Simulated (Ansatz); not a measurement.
# Which is lower?

Two relaxed structures of CH3MgO (charge -1), singlet (PBE0-D4/def2-TZVPD; forces vanish, vibrations not checked).

A:

```csv
atom,x (Å),y (Å),z (Å)
C1,0.5144,-0.4811,0.3931
Mg2,-0.8586,0.8008,-0.6561
O3,-1.9907,1.8605,-1.5212
H4,0.0844,-1.4713,0.5957
H5,1.4394,-0.6483,-0.1751
H6,0.8111,-0.0607,1.3635
```

B:

```tsv
atom	x (Å)	y (Å)	z (Å)
C1	-0.4408	0.9189	0.1755
Mg2	0.6176	-1.0323	0.0130
O3	-1.2289	1.3229	-0.6740
H4	-0.1716	-2.4673	0.7424
H5	2.2210	-1.0407	-0.7895
H6	-0.3159	1.6631	1.0530
```

Program: Ansatz 0.2.0. Basis: def2-TZVPPD. Cores are frozen in the correlated methods. The outer core shell of Li, Na, Mg and K is correlated. The def2 sets are not built for correlating such inner shells, so the correlated values are less sure here. B3LYP uses VWN-RPA correlation.

Task: Which structure is lower at CCSD(T), and by how much? (To be estimated.)

Result: Computed: A, by 0.837 eV (electronic energy, against the other). By their contacts, A is CH₃MgO ([CH3][Mg][O]), total charge -1 and B is CH₃MgO ([O][CH][MgH2]), total charge -1.

Task: Do the other methods give the same order? (A judgement: the text doesn't fix the answer.)

Result: The calculation gives: Not all: HF gives the other order.

```
   method  E(B) − E(A) (eV)
   PBE-D4             0.932
r2SCAN-D4             0.861
  PBE0-D4             0.692
 B3LYP-D4             0.699
  wB97M-V             0.633
       HF            -0.259
      MP2             1.323
     CCSD             0.646
  CCSD(T)             0.837
```

T1 diagnostic: at most 0.026.

Labels in which every atom is bracketed show which atoms are joined, not bond orders.

For scale, one of the runs: CCSD(T)/def2-TZVPPD, 163 basis functions, launched by `ansatz run in.yaml --threads 2 --pin off --events-out ev --progress --plain --max-ram 4352MiB`. Time: 47 s of wall clock on 2 CPU threads of an Arm Neoverse V2; the host was shared. Peak host memory: 1.4 GiB.
